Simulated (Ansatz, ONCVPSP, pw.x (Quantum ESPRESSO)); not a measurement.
# N: one change to the ONCV potential, in the atom and in the fcc crystal

ONCVPSP 4.0.1.1 (patched build) input, shortened (lines: element, Z, core and valence counts, functional; n l f; lmax; l rc ep ncon nbas qcut; lloc lpopt rc5 dvloc0; l nproj debl; icmod fcfact rcfact), LDA (Perdew-Wang 92), scalar-relativistic:

```
  N 7.00    1    2  -001012      upf
    1    0    2.00
    2    0    1.00
    2    1    4.00
    2
    0    0.90    0.00    5    8    7.40
    1    2.55    0.00    4    8    6.00
    2    2.75    0.42    3    7    3.90
    4    5    0.85    0.00
    0    2    3.90
    1    2    3.70
    2    2    0.50
    1    0.50    0.00
```

Change: d: rc 2.14.

Cutoffs, loose and tight: the cutoffs (Ha) at which the residual kinetic energy of the hardest occupied pseudo-wave falls to 1 and 0.1 mHa per electron. They do not see the model core or the augmentation charge, which bear on the density cutoff. Test errors are all-electron minus pseudo excitation energies from the reference, over the configurations 2s2 2p3; 2s2 2p2; 2s2 2p1; 2s2 2p0; variants that change the core or the reference have their own tests.

Crystal test: fcc N in pw.x 7.5, no spin, 18³ k-points, Fermi–Dirac smearing 0.01 Ry, cutoffs set for each file from its atomic test. The reference is all-electron LAPW (Ansatz 0.2.0) with the same functional, mesh and smearing; V0 and B0 come from Birch–Murnaghan fits to the pressures at five volumes. Errors are pseudo minus all-electron; Δ is the rms difference of the E(V) curves that follow from these fits, minima aligned, over ±6 % about the mean V0. Mesh and smearing are coarse, so the numbers serve the comparison and aren't converged zero-temperature values; the lattice is a test structure that the element need not adopt. Spin polarisation is left out.

All-electron: a0 = 3.046 Å (V0 = 7.06 Å³/atom), B0 = 220.9 GPa.

Task: Does the change bring the crystal closer to the all-electron result?

Result: The mean pressure error goes from +8.11 to +11.93 GPa, so the change moves the solid further from the all-electron pressures.

```json
{"quantity": "outcome (atom)", "base": "generated", "changed": "generated"}
{"quantity": "cutoff, loose (atom)", "base": "30 Ha", "changed": "30 Ha"}
{"quantity": "cutoff, tight (atom)", "base": "73 Ha", "changed": "73 Ha"}
{"quantity": "bound ghosts (atom)", "base": "none", "changed": "none"}
{"quantity": "largest test error (meV) (atom)", "base": "+4816", "changed": "+4816"}
{"quantity": "cutoffs in pw.x (Ry)", "base": "170/680", "changed": "170/680"}
{"quantity": "a0 (Å)", "base": "3.083", "changed": "–"}
{"quantity": "a0 error (%)", "base": "+1.22", "changed": "–"}
{"quantity": "B0 error (%)", "base": "-6.0", "changed": "–"}
{"quantity": "Δ (meV/atom)", "base": "12.2", "changed": "–"}
{"quantity": "mean pressure error (GPa)", "base": "+8.11", "changed": "+11.93"}
```

A dash: not determined, or the minimum lies outside the volumes sampled.

Base: The largest radius (2.75 bohr) exceeds half the bond length (2.04 bohr), so the spheres overlap, which is one possible source of error among others. This is a poor potential for the solid. The free energy does not fall steadily as the cutoff rises, most likely since the density grid, which shrinks with it, is too coarse for the model core; the lower cutoffs are not converged. The generator flags a localised state at positive energy (d at 35 eV). Changed file: The largest radius (2.55 bohr) exceeds half the bond length (2.04 bohr), so the spheres overlap, which is one possible source of error among others. This is a poor potential for the solid. The free energy does not fall steadily as the cutoff rises, most likely since the density grid, which shrinks with it, is too coarse for the model core; the lower cutoffs are not converged.
